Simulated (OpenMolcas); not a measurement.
**doublet N2O+: a chain of runs**

Aim: a single-point energy (UHF/STO-3G), then a single-point energy (CASSCF(5,5)/STO-3G), then the energy (CASPT2(5,5)/STO-3G), then the energy (SC-NEVPT2(5,5)/STO-3G) of doublet N2O+. 

The results are computed with OpenMolcas 26.06.

3 further runs of the same task are left out: 1 for a known fault of the program, 2 set aside as unsound or not needed.

### 1 The system as given

N2O+: 3 atoms, total charge +1, spin state doublet. SMILES of the parent species: `N#[N+][O-]`. The shape is that of a PBE0-D4/def2-TZVP optimisation. That shape belongs to the parent species and isn't relaxed for this state.

Bond lengths: N1–N2 1.118 Å, N2–O3 1.174 Å. Angles: N1–N2–O3 180.0°.

### 2 The energy at UHF/STO-3G (run 1)

The input, struct.xyz:

```xyz
3

N     -0.511700     1.001300    -0.167900
N     -0.008400     0.016500    -0.002800
O      0.520100    -1.017800     0.170700
```

The input, step1.inp:

```
* N2O Hartree-Fock
>>> EXPORT MOLCAS_PRINT=2

&GATEWAY
 BasLib
 $CurrDir
 Coord
 struct.xyz
 Basis
 STO-3G
 Group
 NoSym

&SEWARD

&SCF
 UHF
 Charge
 1
 Spin
 2
 Scramble
 0.25
 PrOrbitals
 1 1
```

The basis set STO-3G is read from a file made from the Basis Set Exchange's data (not shown).

The run is started by

```sh
export MOLCAS_MEM=1860
pymolcas step1.inp > step1.log
```

Output:

```text
--- Start Module: gateway ---
[...]
--- Stop Module: gateway /rc=_RC_ALL_IS_WELL_ ---
--- Start Module: seward ---
[...]
      Basis functions           15
--- Stop Module: seward /rc=_RC_ALL_IS_WELL_ ---
--- Start Module: scf ---
[...]
       Convergence after  25 Iterations
[...]
::    Total SCF energy                               -180.8696366760
[...]
      Total spin, S                                     0.6094647491
[...]
      Total electronic charge=   21.000000
      Total            charge=    1.000000
[...]
      Dipole Moment (debye):
      Origin of the operator (angstrom)=    0.0235   -0.0461    0.0077
                   X= -3.2205E-02               Y=  6.3121E-02               Z= -1.0637E-02           Total=  7.1656E-02
      Center of Charge (angstrom)
[...]
--- Stop Module: scf /rc=_RC_ALL_IS_WELL_ ---
[...]
```

Wall time 1.8 s (1 thread of Arm Neoverse V2, shared host); peak memory 0.37 GiB.

### 3 A single-point energy at CASSCF(5,5)/STO-3G (run 2)

struct.xyz is that of step 2.

The input, step2.input:

```
* N2O CASSCF
&GATEWAY
BasLib=$CurrDir
Coord=struct.xyz
Basis=STO-3G
Group=NoSym
&SEWARD
&RASSCF
FileOrb=$CurrDir/step1.UnaOrb
Spin=2
Nactel=5 0 0
Inactive=8
Ras2=5
OrbListing=Nothing
```

The basis set STO-3G is read from a file made from the Basis Set Exchange's data (not shown).

The run is started by

```sh
export MOLCAS_MEM=1860
pymolcas step2.input > step2.log
```

Output:

```text
--- Start Module: gateway ---
[...]
--- Stop Module: gateway /rc=_RC_ALL_IS_WELL_ ---
--- Start Module: seward ---
[...]
      Basis functions           15
--- Stop Module: seward /rc=_RC_ALL_IS_WELL_ ---
--- Start Module: rasscf ---
[...]
      Number of active orbitals                  5
[...]
      Spin quantum number                      0.5
[...]
      Active orbitals                            5
[...]
      Number of CSFs                            75
[...]
      Number of root(s) required                 1
[...]
      Convergence after  9 iterations
[...]
      printout of CI-coefficients larger than  0.05 for root  1
      energy=    -180.957856
      conf/sym  11111     Coeff  Weight
             1  22u00  -0.95262 0.90749
             6  2udu0   0.13923 0.01938
            16  2uud0   0.07684 0.00590
            28  u20ud   0.08491 0.00721
            30  20u20  -0.10727 0.01151
            36  uduud   0.08444 0.00713
[...]
      Natural orbitals and occupation numbers for root  1
      sym 1:   1.916978   1.927306   0.994808   0.078445   0.082462
      ************************************************************************************************************************
      *                                                    Final results                                                     *
[...]
::    RASSCF root number  1 Total energy:   -180.95785559
[...]
      Total electronic charge=   21.000000
      Total            charge=    1.000000
[...]
      Dipole Moment (debye):
      Origin of the operator (angstrom)=    0.0235   -0.0461    0.0077
                   X=  5.6765E-05               Y= -1.2339E-04               Z= -1.7787E-05           Total=  1.3698E-04
      Center of Charge (angstrom)
[...]
--- Stop Module: rasscf /rc=_RC_ALL_IS_WELL_ ---
[...]
```

Wall time 1.6 s (1 thread of Arm Neoverse V2, shared host); peak memory 0.37 GiB.

### 4 The energy at CASPT2(5,5)/STO-3G (run 3)

struct.xyz is that of step 3.

The input, step3.input:

```
&GATEWAY
  BASLIB=$CurrDir
  COORD=struct.xyz
  BASIS=STO-3G
  GROUP=NoSym

&SEWARD

&RASSCF
  FILEORB=$CurrDir/step2.RasOrb
  SPIN=2
  NACTEL=5 0 0
  INACTIVE=8
  RAS2=5
  ORBLISTING=Nothing

&CASPT2
  IMAGINARY=0.1
  FROZEN=3
```

The basis set STO-3G is read from a file made from the Basis Set Exchange's data (not shown).

The run is started by

```sh
export MOLCAS_MEM=1860
pymolcas step3.input > step3.log
```

Output:

```text
--- Start Module: gateway ---
[...]
--- Stop Module: gateway /rc=_RC_ALL_IS_WELL_ ---
[...]
      Basis functions           15
[...]
--- Start Module: rasscf ---
[...]
      Number of active orbitals                  5
[...]
      Spin quantum number                      0.5
[...]
      Active orbitals                            5
[...]
      Number of CSFs                            75
[...]
      Number of root(s) required                 1
[...]
      Convergence after  4 iterations
[...]
      printout of CI-coefficients larger than  0.05 for root  1
      energy=    -180.957856
      conf/sym  11111     Coeff  Weight
             1  22u00  -0.95262 0.90749
             6  2udu0   0.13923 0.01939
            16  2uud0   0.07684 0.00590
            28  u20ud   0.08491 0.00721
            30  20u20  -0.10727 0.01151
            36  uduud   0.08444 0.00713
[...]
      Natural orbitals and occupation numbers for root  1
      sym 1:   1.916978   1.927306   0.994808   0.078446   0.082462
      ************************************************************************************************************************
      *                                                    Final results                                                     *
[...]
::    RASSCF root number  1 Total energy:   -180.95785559
[...]
      Total electronic charge=   21.000000
      Total            charge=    1.000000
[...]
      Dipole Moment (debye):
      Origin of the operator (angstrom)=    0.0235   -0.0461    0.0077
                   X=  6.5742E-05               Y= -1.0620E-04               Z= -2.3349E-05           Total=  1.2707E-04
      Center of Charge (angstrom)
[...]
--- Stop Module: rasscf /rc=_RC_ALL_IS_WELL_ ---
--- Start Module: caspt2 ---
[...]
 ###    WARNING: User changed nr of frozen orbitals.                         ###
 ###############################################################################
[...]
      E2 (Variational):          -0.0894436773
      Total energy:            -181.0472992714
[...]
      Reference weight:           0.96474
[...]
::    CASPT2 Root  1     Total energy:   -181.04729927
[...]
--- Stop Module: caspt2 /rc=_RC_ALL_IS_WELL_ ---
[...]
```

Run time: 1.6 s. Hardware: 1 thread of Arm Neoverse V2, shared host; peak memory 0.37 GiB.

### 5 A single-point energy at SC-NEVPT2(5,5)/STO-3G (run 4)

struct.xyz is that of step 4.

The input, step4.inp:

```
* N2O NEVPT2
>>> EXPORT MOLCAS_PRINT=2
&GATEWAY
BasLib = $CurrDir
Coord = struct.xyz
Basis = STO-3G
Group = NoSym
&SEWARD
&RASSCF
FileOrb = $CurrDir/step2.RasOrb
Spin = 2
Nactel = 5 0 0
Inactive = 8
Ras2 = 5
OrbListing = Nothing
&CASPT2
SC-NEVPT2
Frozen = 3
```

The basis set STO-3G is read from a file made from the Basis Set Exchange's data (not shown).

The run is started by

```sh
export MOLCAS_MEM=1860
pymolcas step4.inp > step4.log
```

Output:

```text
--- Start Module: gateway ---
[...]
--- Stop Module: gateway /rc=_RC_ALL_IS_WELL_ ---
[...]
      Basis functions           15
[...]
--- Start Module: rasscf ---
[...]
      Number of active orbitals                  5
[...]
      Spin quantum number                      0.5
[...]
      Active orbitals                            5
[...]
      Number of CSFs                            75
[...]
      Number of root(s) required                 1
[...]
      Convergence after  4 iterations
[...]
      printout of CI-coefficients larger than  0.05 for root  1
      energy=    -180.957856
      conf/sym  11111     Coeff  Weight
             1  22u00  -0.95262 0.90749
             6  2udu0   0.13923 0.01939
            16  2uud0   0.07684 0.00590
            28  u20ud   0.08491 0.00721
            30  20u20  -0.10727 0.01151
            36  uduud   0.08444 0.00713
[...]
      Natural orbitals and occupation numbers for root  1
      sym 1:   1.916978   1.927306   0.994808   0.078446   0.082462
      ************************************************************************************************************************
      *                                                    Final results                                                     *
[...]
::    RASSCF root number  1 Total energy:   -180.95785559
[...]
      Total electronic charge=   21.000000
      Total            charge=    1.000000
[...]
      Dipole Moment (debye):
      Origin of the operator (angstrom)=    0.0235   -0.0461    0.0077
                   X=  6.5742E-05               Y= -1.0620E-04               Z= -2.3349E-05           Total=  1.2707E-04
      Center of Charge (angstrom)
[...]
--- Stop Module: rasscf /rc=_RC_ALL_IS_WELL_ ---
--- Start Module: caspt2 ---
[...]
 ###    WARNING: User changed nr of frozen orbitals.                         ###
 ###############################################################################
[...]
      E2 (Variational):          -0.0881435542
[...]
      E2 (Variational):          -0.0876878664
      Total energy:            -181.0455434605
[...]
      Reference weight:           0.96691
[...]
::    SC-NEVPT2 Root  1     Total energy:   -181.04554346
[...]
--- Stop Module: caspt2 /rc=_RC_ALL_IS_WELL_ ---
[...]
```

Wall time 1.6 s (1 thread of Arm Neoverse V2, shared host); peak memory 0.36 GiB.

### 6 What came out

| quantity | value |
| --- | --- |
| run 1, UHF/STO-3G: total energy | -180.86964 Eh |
| run 1, UHF/STO-3G: HOMO energy (highest over α and β) | -22.74 eV |
| run 1, UHF/STO-3G: LUMO energy (lowest over α and β) | -7.54 eV |
| run 1, UHF/STO-3G: ⟨S²⟩ | 0.981 |
| run 2, CASSCF(5,5)/STO-3G: total energy | -180.95786 Eh |
| run 3, CASPT2(5,5)/STO-3G: total energy | -181.04730 Eh |
| run 4, SC-NEVPT2(5,5)/STO-3G: total energy | -181.04554 Eh |

In words: ⟨S²⟩ (run 1, UHF/STO-3G) is 0.98 where a pure doublet has 0.75: the reference is spin-contaminated. Mulliken charges (run 2, CASSCF(5,5)/STO-3G) run from +0.29 on N2 to +0.40 on N1; they depend strongly on the basis.
